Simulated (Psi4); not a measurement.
**CHF2O (SMILES [O]C(F)F): UHF/3-21G**

Aim: the vertical doublet–quartet gap of CHF2O at UHF/3-21G, from 2 runs. 

Program for the calculation: Psi4 1.11.

## (1) The structure to begin with

CHF2O has 5 atoms, charge 0, and is taken as a doublet. As SMILES, `[O]C(F)F`. Geometry: relaxed at PBE0-D4/def2-TZVP.

Bond lengths: O1–C2 1.320 Å, C2–F3 1.347 Å, C2–F4 1.347 Å, C2–H5 1.113 Å. Angles: O1–C2–F3 113.9°, O1–C2–F4 113.9°, F3–C2–F4 106.7°, O1–C2–H5 103.3°, F3–C2–H5 109.5°, F4–C2–H5 109.5°.

## (2) Energy and gradient at UHF/3-21G

Input file chf2o.xyz:

```xyz
5
CHF2O
O     -0.541600    -0.387700     1.137900
C      0.011000     0.001200     0.004100
F      1.102700    -0.708000    -0.342800
F     -0.825400    -0.034200    -1.051500
H      0.303300     1.055000     0.210800
```

Input file run.py:

```python
import numpy as np
from ase.calculators.psi4 import Psi4
from ase.io import read

mol = read('chf2o.xyz')
calc = Psi4(atoms=mol, method='hf', basis='3-21G', memory='1600MB', num_threads=1, charge=0, multiplicity=2, label='psi4-calc', reference='uhf')
calc.psi4.set_options({'puream': True, 'e_convergence': 1e-09, 'd_convergence': 1e-08, 'scf_type': 'pk', 'maxiter': 200})
mol.calc = calc

forces = mol.get_forces()
print(f'energy: {mol.get_potential_energy():.6f} eV')
print('forces / eV A^-1')
print(np.round(forces, 5))
```

The run is started by

```sh
$ python run.py
```

psi4-calc.dat:

```text
[...]
  Running in c1 symmetry.
[...]
  Nuclear repulsion =  125.371685221319382
[...]
  Multiplicity = 2
[...]
  Nalpha       = 17
  Nbeta        = 16
[...]
    Number of basis functions: 38
[...]
   @UHF iter   1:  -310.22969730523499   -6.34007e-01   1.40118e-02 DIIS/ADIIS
[...]
   @UHF iter  17:  -310.44443190230163   -1.25056e-12   8.59615e-09 DIIS
[...]
   @S^2 Observed:                7.549946952E-01
[...]
    Orbital Energies [Eh]
    ---------------------
    Alpha Occupied:
       1A    -26.203356     2A    -26.202626     3A    -20.587066
       4A    -11.433415     5A     -1.698553     6A     -1.617446
       7A     -1.492701     8A     -0.943931     9A     -0.837707
      10A     -0.789142    11A     -0.776956    12A     -0.692395
      13A     -0.670371    14A     -0.637991    15A     -0.633516
      16A     -0.588252    17A     -0.563690
    Alpha Virtual:
      18A      0.270293    19A      0.378388    20A      0.419172
      21A      0.454331    22A      0.888510    23A      0.888553
      24A      0.950518    25A      1.140111    26A      1.486113
[...]
  @UHF Final Energy:  -310.44443190230163
   => Energetics <=
    Nuclear Repulsion Energy =            125.3716852213193818
    One-Electron Energy =                -679.8793574858121929
    Two-Electron Energy =                 244.0632403621912090
    Total Energy =                       -310.4444319023016305
  UHF NO Occupations:
  HONO-2 :   15  A 1.9991160
  HONO-1 :   16  A 1.9988817
[...]
 Multipole Moments:
 ------------------------------------------------------------------------------------
     Multipole            Electronic (a.u.)      Nuclear  (a.u.)        Total (a.u.)
 ------------------------------------------------------------------------------------
 L = 1.  Multiply by 2.5417464519 to convert [e a0] to [Debye]
 Dipole X            :          0.1602821           -0.0215411            0.1387410
 Dipole Y            :         -0.7874117            1.4163384            0.6289266
 Dipole Z            :         -1.1848632            1.4052524            0.2203893
 Magnitude           :                                                    0.6807123
[...]
  -Total Gradient:
     Atom            X                  Y                   Z
    ------   -----------------  -----------------  -----------------
       1        0.021285324800     0.021999803028    -0.036976346977
       2       -0.027942401607    -0.054608044031     0.024078553876
       3       -0.007949706624     0.009740040145    -0.000514204063
       4        0.010414788485     0.003323590437     0.006226942603
       5        0.004191994944     0.019544610420     0.007185054560
[...]
```

Standard output:

```text
energy: -8447.623276 eV
forces / eV A^-1
[[-1.09454 -1.13128  1.9014 ]
 [ 1.43686  2.80806 -1.23817]
 [ 0.40879 -0.50085  0.02644]
 [-0.53555 -0.17091 -0.3202 ]
 [-0.21556 -1.00502 -0.36947]]
```

It took 1.3 s on 1 thread of Intel Xeon 6975P-C (Granite Rapids), shared host; peak memory 0.19 GiB.

## (3) The quartet

Input file calc.inp:

```
memory 1.6 GB

molecule geom {
  0 4
  O
  C 1 1.319891
  F 2 1.347261 1 113.91207
  F 2 1.34726 1 113.91551 3 122.72664
  H 2 1.11295 1 103.26211 3 -118.63526
  symmetry c1
  no_reorient
  no_com
}

set basis 3-21G
set reference uhf
set puream true
set e_convergence 1e-09
set d_convergence 1e-08
set scf_type pk
set maxiter 200

e_tot, wfn = gradient('scf', return_wfn=True)
oeprop(wfn, 'MAYER_INDICES', 'DIPOLE', 'MULLIKEN_CHARGES', title='SCF')
```

The run is started by

```sh
$ psi4 calc.inp calc.out -n 1
```

calc.out, shortened:

```text
[...]
  Running in c1 symmetry.
[...]
  Nuclear repulsion =  125.371699627692308
[...]
  Multiplicity = 4
[...]
  Nalpha       = 18
  Nbeta        = 15
[...]
    Number of basis functions: 38
[...]
   @UHF iter   1:  -309.91200729990663   -3.16316e-01   1.12747e-02 ADIIS/DIIS
[...]
   @UHF iter  19:  -310.02822947770596   -6.82121e-13   6.25532e-09 DIIS
[...]
   @S^2 Observed:                3.768182881E+00
[...]
  @UHF Final Energy:  -310.02822947770596
   => Energetics <=
    Nuclear Repulsion Energy =            125.3716996276923084
    One-Electron Energy =                -677.6422724951000873
    Two-Electron Energy =                 242.2423433897017730
    Total Energy =                       -310.0282294777059633
  UHF NO Occupations:
  HONO-2 :   16  A 1.0000000
  HONO-1 :   17  A 1.0000000
[...]
  -Total Gradient:
     Atom            X                  Y                   Z
    ------   -----------------  -----------------  -----------------
       1        0.016878789357    -0.009220425093     0.041142432733
       2       -0.268496211837     0.146607071595    -0.024481750501
       3        0.015584459904     0.002071318315     0.011093882581
       4        0.006679867898    -0.014230281578     0.011098089449
       5        0.229353094678    -0.125227683238    -0.038852654260
[...]
 Multipole Moments:
 ------------------------------------------------------------------------------------
     Multipole            Electronic (a.u.)      Nuclear  (a.u.)        Total (a.u.)
 ------------------------------------------------------------------------------------
 L = 1.  Multiply by 2.5417464519 to convert [e a0] to [Debye]
 Dipole X            :          2.2135001           -1.6047556            0.6087444
 Dipole Y            :         -1.2086027            0.8762680           -0.3323347
 Dipole Z            :          0.0278178           -0.7988270           -0.7710092
 Magnitude           :                                                    1.0370493
[...]
  Mulliken Charges: (a.u.)
   Center  Symbol    Alpha    Beta     Spin     Total
       1     O     4.76469  3.34944  1.41525 -0.11413
       2     C     2.55065  2.37551  0.17513  1.07384
       3     F     4.70908  4.62557  0.08352 -0.33465
[...]
```

Run time: 1.3 s. Hardware: 1 thread of Intel Xeon 6975P-C (Granite Rapids), shared host; peak memory 0.18 GiB.

## (4) Results

Level: UHF/3-21G.

| quantity | value |
| --- | --- |
| doublet: total energy | -310.44443 Eh |
| doublet: dipole moment | 1.73 D |
| doublet: HOMO energy (highest over α and β) | -14.79 eV |
| doublet: LUMO energy (lowest over α and β) | 1.79 eV |
| doublet: ⟨S²⟩ | 0.755 |
| doublet: largest force on an atom | 3.389 eV/Å |
| quartet: total energy | -310.02823 Eh |
| quartet: dipole moment | 2.64 D |
| quartet: HOMO energy (highest over α and β) | -3.21 eV |
| quartet: LUMO energy (lowest over α and β) | -2.54 eV |
| quartet: ⟨S²⟩ | 3.768 |
| quartet: largest force on an atom | 15.781 eV/Å |
| vertical energy of the quartet above the doublet | 11.325 eV |

At this shape the quartet lies 11.33 eV (261 kcal/mol) above the doublet. The largest force (doublet) is 3.39 eV/Å: the shape isn't a stationary point for this species at this level.
